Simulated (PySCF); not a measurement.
C₄H₅O (charge +1).
SMILES: `COc1c[cH+]1`

Computed, not measured: EOM-IP-CCSD/aug-cc-pVDZ in PySCF, restricted Hartree–Fock reference, frozen core, non-relativistic, gas phase, PBE0-D3(BJ)/def2-SVP geometry.

Hartree–Fock orbital energies give these Koopmans values (eV): HOMO 17.94, HOMO-1 18.97, HOMO-2 20.28, HOMO-3 20.46.

**Question.** What vertical ionisation energies does EOM-IP-CCSD give?

**Answer.** 
```
leading hole (HF orbital)  Koopmans (eV)  EOM-IP-CCSD (eV)  change (eV)  one-hole share
                     HOMO          17.94             17.21        -0.73            0.96
                   HOMO-1          18.97             17.70        -1.27            0.96
                   HOMO-2          20.28             19.36        -0.92            0.96
                   HOMO-3          20.46             20.02        -0.44            0.96
```

**Question.** Does the order of the lines follow the orbital energies?

**Answer.** Yes, no two lines change places. The corrections run from -1.27 to -0.44 eV, with a mean of -0.84 eV over the 4 lines; no line lies above its Koopmans value. Koopmans values leave out both the relaxation of the orbitals and the change in correlation energy.

**Question.** At what kinetic energies would He I light (21.22 eV) eject these electrons?

**Answer.** 4.01 eV (HOMO), 3.52 eV (HOMO-1), 1.86 eV (HOMO-2), 1.20 eV (HOMO-3).

One root was sought for each valence orbital with −ε under 21 eV, eight at most, so deeper holes and satellites are missing; no vibrational structure.

The values belong to the conformer `[CH3:1][O:2][c:3]1[cH:4][cH+:5]1`: C1–O2–C3–C4 -1°.
